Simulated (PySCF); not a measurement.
Reaction (SMILES): F[C]F (closed-shell singlet) + 3 [H][H] (H2) → C (CH4) + 2 F (HF)
B3LYP-D3(BJ)/def2-TZVP geometries, fixed; electronic energies without zero-point terms.
Largest species:
```
C
H 1 1.0892
H 1 1.0892 2 109.47
H 1 1.0892 2 109.47 3 120.00
H 1 1.0892 2 109.47 3 -120.00
```
Charge 0, spin multiplicity 1.

Basis-set convergence of the energy of full hydrogenation at HF with PySCF. All functions are spherical. Density fitting with generated auxiliary sets. In sets without p functions on hydrogen, species with hydrogen take exact integrals. No added dispersion term, no relativity. Functions are those of the species that has most. Reference: the value in def2-QZVPPD, -111.62 kcal/mol, itself unsure by roughly 0.30 kcal/mol (its mean distance from pcseg-3, def2-QZVPP, cc-pVQZ). Deviations are taken from unrounded values.

| basis | functions | energy of full hydrogenation (kcal/mol) | minus reference (kcal/mol) |
|---|---|---|---|
| 3-21G | 27 | -97.45 | 14.17 |
| 6-31G* | 42 | -99.96 | 11.66 |
| def2-SV(P) | 42 | -93.92 | 17.70 |
| def2-SVP | 42 | -113.13 | -1.51 |
| 6-311G** | 54 | -113.04 | -1.43 |
| def2-SVPD | 66 | -121.43 | -9.81 |
| aug-cc-pVDZ | 69 | -118.94 | -7.32 |
| 6-311++G(2d,2p) | 81 | -116.89 | -5.27 |
| cc-pVQZ | 175 | -111.01 | 0.61 |
